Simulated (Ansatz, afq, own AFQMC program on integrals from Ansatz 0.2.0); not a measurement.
## NH₃⁺, doublet in 6-31G, levels against full CI

```xyz
4

N    -0.0074   -0.0001    0.0000
H     1.1415    0.0153   -0.0001
H    -0.5313    0.8798   -0.0028
H    -0.5075   -0.8938    0.0028
```

Basis 6-31G. Only valence electrons are correlated. Integrals, coupled cluster, full CI and functionals: Ansatz 0.2.0; the random walks run on the same integrals in our own AFQMC program. ph-AFQMC/CISD is guided by a CISD state made of CCSD amplitudes; releasing the constraint for a short imaginary time cuts its bias at the price of noise, slowly where states lie close. ± is one standard error of the sampling.

Determinant: UHF, the one that the program's search chose, which needn't be the lowest solution. The geometry is a point of a scan.

Full CI on the same integrals is exact in this basis and with this determinant's frozen core.

```
T1 diagnostic                               : 0.0087
weight of the determinant in the CISD state : 0.955
⟨S²⟩ of the determinant                     : 0.763
size of the correlated space                : 7 electrons in 14 orbitals
```

Reference: full CI, correlation energy -2.946 eV. The released energy is read at 2.40 1/Eh (meV from the phaseless value at times in 1/Eh: -0.2 ± 1.0 at 0.24, -0.4 ± 0.8 at 0.51, -0.1 ± 0.9 at 0.99, -0.3 ± 0.6 at 1.62, 0.4 ± 0.8 at 2.40).

| level | E − E(reference) (kJ/mol) | share of correlation (%) |
| --- | --- | --- |
| HF | 284.3 | 0.00 |
| MP2 | 48.7 | 82.86 |
| CCSD | 3.5 | 98.78 |
| CCSD(T) | 1.0 | 99.65 |
| CCSDT | 0.5 | 99.82 |
| CCSDT(Q) | 0.0 | 99.99 |
| CCSDTQ | 0.0 | 100.00 |
| ph-AFQMC/CISD | 0.0 ± 0.1 | 100.00 |
| released AFQMC | 0.0 ± 0.08 | 99.99 |

CCSDT and higher add their correlation energy to the determinant of the CCSD(T) run, since their own runs factorise the integrals more tightly (a shift of under 2 meV). A walk keeps the symmetry of its determinant, which the program's search chose and which needn't be the lowest solution, so a lower state of the same spin and another symmetry isn't excluded. Released energies are given only where the last usable release times agree within the noise; a slower fall can still hide under it.
